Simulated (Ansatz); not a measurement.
## Ansatz input wanted

The species is BH4Cl (6 atoms), meant as a singlet with charge 0. SMILES: `Cl.B`. The shape is that of a GFN2-xTB optimisation.

```xyz
6

Cl    2.1621   -1.5299   -1.2016
H     1.1777   -0.8421   -0.7587
B    -0.8337    0.5920    0.4890
H    -0.7259   -0.5565    0.6523
H    -0.1452    1.1493   -0.2682
H    -1.6350    1.1873    1.0872
```

Settings wanted:

```yaml
basis_set: def2-TZVPD
core_potential: none
integral_approximation: automatic
task: energy
method: DFT
functional: r2SCAN50
dispersion: D3(BJ)-ATM
reference: RKS
accuracy: medium
```

Q: Write the Ansatz 0.2.0 input and the command.

A: This one ran through:

molecule.yaml:
```yaml
crystal:
  periodic: [false, false, false]
  atoms:
    - {symbol: Cl, position_ang: [2.162130, -1.529940, -1.201570]}
    - {symbol: H, position_ang: [1.177680, -0.842120, -0.758730]}
    - {symbol: B, position_ang: [-0.833670, 0.592040, 0.488980]}
    - {symbol: H, position_ang: [-0.725910, -0.556530, 0.652350]}
    - {symbol: H, position_ang: [-0.145190, 1.149280, -0.268240]}
    - {symbol: H, position_ang: [-1.635030, 1.187280, 1.087210]}
basis:
  gaussian: {orbitals: def2-TZVPD}
hamiltonian: {xc: {name: r2SCAN50}, dispersion: d3bjatm}
```

```bash
$ ansatz run molecule.yaml --threads 1 --pin off --max-ram 2610MiB --events-out events.jsonl --progress --plain --runs-dir runs
```

Calculated total energy: -487.37074 Eh.
